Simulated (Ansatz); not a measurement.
Born–Oppenheimer molecular dynamics of H₃NOSi (6 atoms, charge 0, multiplicity 1). It starts at the highest image of a converged band. Of that band: Neighbouring images differ by up to 1.3 eV, so the band resolves the path poorly. A vibrational analysis at the climbing image gives one clearly imaginary mode, 1331i cm⁻¹: a first-order saddle point.

Method: RKS PBE/def2-SVP in Ansatz 0.2.0.

| Quantity | Value |
| --- | --- |
| ensemble | NVE (velocity Verlet) |
| time step | 0.5 fs |
| steps asked | 200 |
| starting velocities drawn for | 100 K |
| seed | 7784 |

First frame:

```xyz
6
Properties=species:S:1:pos:R:3
N -1.367 -0.532 -0.280
Si -0.061 0.340 -0.684
O 0.950 0.625 0.836
H -2.074 -0.852 -0.953
H 1.551 0.552 -0.392
H 1.000 -0.133 1.472
```

(1) How far do the bonds stretch over the last three quarters of this one trajectory? (Pairs bonded in most of those frames.)

Answers

(1) 
| bond | mean (Å) | spread (Å) | shortest | longest |
| --- | --- | --- | --- | --- |
| N1–Si2 | 1.638 | 0.064 | 1.51 | 1.73 |
| N1–H4 | 1.036 | 0.019 | 1.00 | 1.08 |
| Si2–O3 | 1.692 | 0.066 | 1.59 | 1.80 |
| Si2–H5 | 1.613 | 0.144 | 1.39 | 1.87 |
| O3–H6 | 0.984 | 0.013 | 0.96 | 1.02 |

Mean temperature of the second half: 2332 K. The conserved energy stayed within 0.48 meV per atom of its start (net change -0.061 meV per atom), so the integration is sound. The system heated up, since it started high on the potential surface and ran downhill. A run of 0.1 ps of so small a system gives no equilibrium averages. The orbitals stay closed-shell, which can raise the energy where a bond breaks towards radicals; this wasn't checked here.

Time of the run: 3.7 min on 1 thread of Arm Neoverse V2, with other jobs on the host, peak memory 0.11 GiB.
